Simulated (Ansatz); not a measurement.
# PH (SMILES [PH]): UCCSDTQ/cc-pVDZ

Aim: the energy change on altering one bond length of PH at UCCSDTQ/cc-pVDZ, from 2 runs. 

The results are computed with Ansatz 0.2.0.

57 further runs of the same task are left out: 57 set aside as unsound or not needed.

### Step 1. The system as given

The species is PH (2 atoms), meant as a triplet with charge 0. SMILES: `[PH]`. The coordinates come from a GFN2-xTB relaxation.

Bond lengths: P1–H2 1.399 Å.

### Step 2. The energy at UCCSDTQ/cc-pVDZ

The input, job.yaml:

```yaml
crystal:
  periodic: [false, false, false]
  atoms:
    - {symbol: P, position_ang: [0.000000, 0.000000, 0.000000]}
    - {symbol: H, position_ang: [0.000000, 0.000000, 1.399070]}
basis:
  gaussian:
    orbitals: cc-pVDZ
magnetization:
  spin_polarized: true
  initial_magnetization: 2
correlation:
  method: ccsdtq
  frozen_orbitals: {H: 0, P: 5}
accuracy: high
scf:
  omitted_lower_state_checks: [cluster_reference, increment]
```

Started as:

```sh
$ ansatz run job.yaml --threads 1 --pin off --max-ram 2610MiB --events-out events.jsonl --progress --plain --runs-dir runs
```

Standard output, shortened:

```text
Warning: RAYON_NUM_THREADS=1 ignored (pool sized by the plan → 1); use --threads N
Functional definition: HF
  name "HF"
[...]
414 factors; integrals over basis functions are off by at most 2.8e-9 eV
[...]
mean field -9286.86119113 eV, -341.2858539134 hartree, gradient 4.9e-8 eV, S^2 2.021512; 0 other end points of the search recorded, 0 dependent functions left out
5 core orbitals not correlated: weight in the atoms' cores, before any rotation towards them, 1.000 or more for the frozen orbitals, at most 0.000 for the correlated occupied ones
reference -9286.86119113 eV, -341.2858539134 hartree; 4, 2 occupied and 14, 16 virtual orbitals, 414 factors
second order -2.22631761 eV of doubles, -0.00000000 eV of singles
cycle   1  -2.66867086 eV  change   -4.4e-1 eV  update   5.3e-2
[...]
cycle  21  -2.90967412 eV  change   1.3e-10 eV  update  2.1e-10
Total energy: -9289.77086525 eV, -341.3927824651 hartree
Checks for a lower state left out: cluster_reference, increment
```

Run time: 12 s. Hardware: 1 thread of Arm Neoverse V1, shared host; peak memory 0.17 GiB.

### Step 3. The distorted shape, same level

The input, run.yaml:

```yaml
crystal:
  periodic: [false, false, false]
  atoms:
    - symbol: P
      position_ang: [0.000000, 0.000000, -0.349730]
    - symbol: H
      position_ang: [0.000000, 0.000000, 1.399070]
basis:
  gaussian: {orbitals: cc-pVDZ}
total_charge: 0
magnetization: {spin_polarized: true, initial_magnetization: 2}
correlation: {method: ccsdtq, frozen_orbitals: {H: 0, P: 5}}
accuracy: high
scf: {omitted_lower_state_checks: [cluster_reference, increment]}
```

Started as:

```sh
$ ansatz run run.yaml --threads 1 --pin off --max-ram 2610MiB --events-out events.jsonl --progress --plain --runs-dir runs
```

Standard output, shortened:

```text
Warning: RAYON_NUM_THREADS=1 ignored (pool sized by the plan → 1); use --threads N
[... 2 set-up lines as earlier in the session ...]
[...]
410 factors; integrals over basis functions are off by at most 2.8e-9 eV
[...]
mean field -9286.14962434 eV, -341.2597043163 hartree, gradient 3.0e-8 eV, S^2 2.034804; 0 other end points of the search recorded, 0 dependent functions left out
5 core orbitals not correlated: weight in the atoms' cores, before any rotation towards them, 1.000 or more for the frozen orbitals, at most 0.000 for the correlated occupied ones
reference -9286.14962434 eV, -341.2597043163 hartree; 4, 2 occupied and 14, 16 virtual orbitals, 410 factors
second order -2.30066175 eV of doubles, -0.00000000 eV of singles
cycle   1  -2.77036674 eV  change   -4.7e-1 eV  update   6.2e-2
[...]
cycle  24  -3.08504020 eV  change   1.1e-10 eV  update  5.1e-10
Total energy: -9289.23466454 eV, -341.3730774524 hartree
Checks for a lower state left out: cluster_reference, increment
```

Wall time 12 s (1 thread of Arm Neoverse V1, shared host); peak memory 0.17 GiB.

### Step 4. Outcome

At UCCSDTQ/cc-pVDZ, 5 core orbitals frozen:

| quantity | value |
| --- | --- |
| first shape: total energy | -341.39278 Eh |
| first shape: correlation energy (5 core orbitals frozen) | -106.9 mEh |
| first shape: ⟨S²⟩ of the reference determinant | 2.022 |
| first shape: T1 diagnostic | 0.015 |
| distorted shape: total energy | -341.37308 Eh |
| distorted shape: correlation energy (5 core orbitals frozen) | -113.4 mEh |
| distorted shape: ⟨S²⟩ of the reference determinant | 2.035 |
| distorted shape: T1 diagnostic | 0.017 |
| energy change with the P1–H2 bond stretched from 1.399 to 1.749 Å | 0.536 eV |

What this shows: With the P1–H2 bond stretched from 1.399 to 1.749 Å the energy rises by 0.54 eV (51.7 kJ/mol). The first shape isn't relaxed at this level, so the change isn't measured from a minimum.
